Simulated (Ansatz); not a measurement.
# BHF2 (SMILES FBF): levels of theory compared

We compute a comparison of 6 runs (PBE/STO-3G, UPBE0/STO-3G, wB97X/STO-3G, CCSDT(Q)/STO-3G, CCSDT/STO-3G, CCSD/STO-3G) of BHF2. 

The calculation is run with Ansatz 0.2.0.

54 further runs of the same task are left out: 1 that didn't finish, 53 set aside as unsound or not needed.

## (1) Starting point

BHF2: 4 atoms, total charge 0, spin state singlet. As SMILES, `FBF`. The F3–B2 distance was set to 2.626 Å, away from the relaxed value. At this shape a bond of the SMILES string is far longer than usual.

Bond lengths: F1–B2 1.313 Å, B2–H4 1.191 Å. Angles: F1–B2–H4 121.0°.

## (2) The energy at PBE/STO-3G (run 1)

File in.yaml:

```yaml
basis:
  gaussian: {orbitals: STO-3G}
crystal:
  periodic: [false, false, false]
  atoms:
    - {symbol: F, position_ang: [2.247780, -0.102790, 0.102191]}
    - {symbol: B, position_ang: [1.091580, -0.590690, 0.489291]}
    - {symbol: F, position_ang: [-1.095400, 0.528700, -0.438900]}
    - {symbol: H, position_ang: [1.036480, -1.514290, 1.239691]}
accuracy: high
hamiltonian: {xc: {name: PBE}}
```

Launch:

```
ansatz run in.yaml --threads 1 --pin off --max-ram 2610MiB --events-out events.jsonl --progress --plain --runs-dir runs
```

Standard output:

```text
Warning: RAYON_NUM_THREADS=1 ignored (pool sized by the plan → 1); use --threads N
Functional definition: PBE
  name "PBE"
  parameter kappa = 0.804
  parameter beta = 0.06672455060314922
  exchange = pbe_x(kappa = kappa, mu = beta*pi^2/3)
  correlation = pbe_c(beta = beta)
253 factors; integrals over basis functions are off by at most 3.8e-8 eV
mean field evaluation 1: about -6019.6934 eV, gradient 2.7e1 eV
mean field evaluation 2: about -5646.2157 eV, gradient 6.1e1 eV
mean field evaluation 4: about -6016.1641 eV, gradient 2.9e1 eV
mean field evaluation 8: about -6027.9957 eV, gradient 2.4e-1 eV
mean field evaluation 16: about -6007.9044 eV, gradient 8.6e0 eV
mean field -6027.99597647 eV, -221.5247662130 hartree, gradient 3.2e-8 eV, S^2 0.000000; 2 other end points of the search recorded, 0 dependent functions left out
reference -6027.99597775 eV, -221.5247662598 hartree; 12, 12 occupied and 4, 4 virtual orbitals, 253 factors
Total energy: -6027.99597775 eV, -221.5247662598 hartree
```

Wall time 0.64 s (1 thread of Intel Xeon Platinum 8488C (Sapphire Rapids), shared host).

## (3) A single-point energy at UPBE0/STO-3G (run 2)

File job.yaml:

```yaml
basis:
  gaussian: {orbitals: STO-3G}
crystal:
  periodic: [false, false, false]
  atoms:
    - {symbol: F, position_ang: [2.247780, -0.102790, 0.102191]}
    - {symbol: B, position_ang: [1.091580, -0.590690, 0.489291]}
    - {symbol: F, position_ang: [-1.095400, 0.528700, -0.438900]}
    - {symbol: H, position_ang: [1.036480, -1.514290, 1.239691]}
hamiltonian: {xc: {name: PBE0}}
accuracy: high
magnetization: {spin_polarized: true, initial_magnetization: 0}
```

Launch:

```
ansatz run job.yaml --threads 1 --pin off --max-ram 2610MiB --events-out events.jsonl --progress --plain --runs-dir runs
```

Standard output:

```text
Warning: RAYON_NUM_THREADS=1 ignored (pool sized by the plan → 1); use --threads N
Functional definition: PBE0
  name "PBE0"
  parameter a = 0.25
[... 2 set-up lines as earlier in the session ...]
  exchange = (1 - a)*pbe_x(kappa = kappa, mu = beta*pi^2/3) + a*exact_x
[... 1 set-up line as earlier in the session ...]
253 factors; integrals over basis functions are off by at most 3.8e-8 eV
mean field evaluation 1: about -6020.1558 eV, gradient 1.4e1 eV
mean field evaluation 2: about -5651.2558 eV, gradient 5.1e1 eV
mean field evaluation 4: about -6019.3980 eV, gradient 1.3e1 eV
mean field evaluation 8: about -6028.2982 eV, gradient 1.0e0 eV
mean field evaluation 16: about -6028.2876 eV, gradient 2.4e-8 eV
mean field evaluation 32: about -6028.3841 eV, gradient 4.3e-1 eV
mean field -6029.36165093 eV, -221.5749538234 hartree, gradient 1.6e-8 eV, S^2 0.815735; 9 other end points of the search recorded, 0 dependent functions left out
reference -6029.36165190 eV, -221.5749538591 hartree; 12, 12 occupied and 4, 4 virtual orbitals, 253 factors
Total energy: -6029.36165190 eV, -221.5749538591 hartree
```

It took 2 s on 1 thread of Intel Xeon Platinum 8488C (Sapphire Rapids), shared host; peak memory 0.13 GiB.

Runs 3 to 5 aren't shown in full; the table further down has their settings and results.

## (4) The energy at CCSD/STO-3G (run 6)

File molecule.yaml:

```yaml
crystal:
  periodic: [false, false, false]
  atoms:
    - {symbol: F, position_ang: [2.247780, -0.102790, 0.102191]}
    - {symbol: B, position_ang: [1.091580, -0.590690, 0.489291]}
    - {symbol: F, position_ang: [-1.095400, 0.528700, -0.438900]}
    - {symbol: H, position_ang: [1.036480, -1.514290, 1.239691]}
basis:
  gaussian:
    orbitals: STO-3G
correlation:
  method: ccsd
  frozen_orbitals: {B: 1, F: 1, H: 0}
accuracy: high
scf:
  omitted_lower_state_checks: [cluster_reference, increment]
```

Launch:

```
ansatz run molecule.yaml --threads 1 --pin off --max-ram 2610MiB --events-out events.jsonl --progress --plain --runs-dir runs
```

Standard output:

```text
Warning: RAYON_NUM_THREADS=1 ignored (pool sized by the plan → 1); use --threads N
[... 12 lines left out ...]
3 core orbitals not correlated: weight in the atoms' cores, before any rotation towards them, 1.000 or more for the frozen orbitals, at most 0.000 for the correlated occupied ones
[... 37 lines left out ...]
WARN: these amplitudes may be one of several solutions (largest doubles amplitude 0.67, level shift 11.92 eV)
Total energy: -6013.80512292 eV, -221.0032619638 hartree
Checks for a lower state left out: cluster_reference, increment
```

Run time: 0.14 s. Hardware: 1 thread of Intel Xeon Platinum 8488C (Sapphire Rapids), shared host.

## (5) Overview of the runs

```
run            level  frozen core orbitals  energy (Eh)  wall time
  1       PBE/STO-3G                     –  -221.524766     0.64 s
  2     UPBE0/STO-3G                     –  -221.574954        2 s
  3     wB97X/STO-3G                     –  -221.691393      2.5 s
  4  CCSDT(Q)/STO-3G                     3  -221.015310     0.36 s
  5     CCSDT/STO-3G                     3  -221.014649     0.32 s
  6      CCSD/STO-3G                     3  -221.003262     0.14 s
```

## (6) Summary of results

| quantity | value |
| --- | --- |
| run 6: total energy | -221.00326 Eh |
| run 6: correlation energy (3 core orbitals frozen) | -243.8 mEh |
| run 6: T1 diagnostic | 0.037 |

What this shows: Totals of different functionals can't be ranked against each other. In run 6 the T1 diagnostic is large, so a single reference may not serve. In runs 4, 5, 6 the log says that unrestricted orbitals would lower the reference, so the values rest on an unstable closed-shell determinant (other closed-shell runs at this shape may share the fault). In runs 1, 2, 3, 4, 5, 6 the basis is minimal, so the values are rough. Spin contamination of the reference: run 2 ⟨S²⟩ = 0.82. Where it is this large, the reference is a mixture of spin states, and values that rest on it are in doubt. All runs together took 5.9 s, the longest 2.5 s.
